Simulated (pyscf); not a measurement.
This saddle point was located with ωB97X-D3(BJ)/def2-SVP in PySCF.

```xyz
8

S      0.3174    -0.7580     0.0154
Ge    -1.6316     0.6946     0.2285
H     -0.3370    -1.9041     0.2885
H     -1.6027     0.3138    -1.5419
H     -2.3715    -0.0513     1.3699
H     -0.9616     1.8872     0.9567
F     -0.9958    -0.2793    -2.3612
H     -0.2120    -0.6502    -1.4321
```

Surface: singlet, charge 0. Lowest wavenumbers (cm⁻¹): 1624i, 174, 278, 302, 403.

Q: Name the species on either side of this saddle.

A: `[SH][GeH3]` + `[FH]` <-> `[SH2]` + `[GeH2]` [singlet] + `[FH]`, a multi-bond step read from left to right: Ge–S, Ge–H, F–H broken and H–S, F–H formed. At CCSD(T)/def2-TZVPP + ΔMP2(QZVPP) it lies +43.7 kcal/mol from the left side and -7.1 kcal/mol from the right (each side as separated species at their lowest minima found). On the reactant side the descent ends in a complex, 6.6 kcal/mol under the separated species and 47.2 kcal/mol under the saddle at ωB97X-D3(BJ)/def2-TZVP. On the product side the descent ends in an adduct with a Ge–S contact, 28.5 kcal/mol under the separated species and 13.8 kcal/mol under the saddle at ωB97X-D3(BJ)/def2-TZVP. At CCSD(T) the saddle lies under the separated products, which points to a path from their complex (located at ωB97X-D3(BJ) alone), and parting the products costs more than the saddle. What is counted as broken (Ge–S) persists as a longer contact in the product adduct; parting that adduct is a step of its own. At ωB97X-D3(BJ)/def2-TZVP the barrier from the zero used here is 40.6 kcal/mol. The same reactants have a lower exit, to H₂S + F–GeH₃ (barrier +26.0 kcal/mol at ωB97M-D3(BJ)/def2-TZVP, against +39.2 kcal/mol here). One saddle was located; it need not be the lowest between these sides. The CCSD(T) − MP2 part came from Ansatz, without density fitting, on the same reference. The frozen core leaves the outer d or s,p core shells of the metals and heavy elements correlated in the MP2 and CC values, and def2-TZVPP describes them poorly, which can shift differences by a few kcal/mol. Elements up to Kr have no core potential and no relativistic terms here.
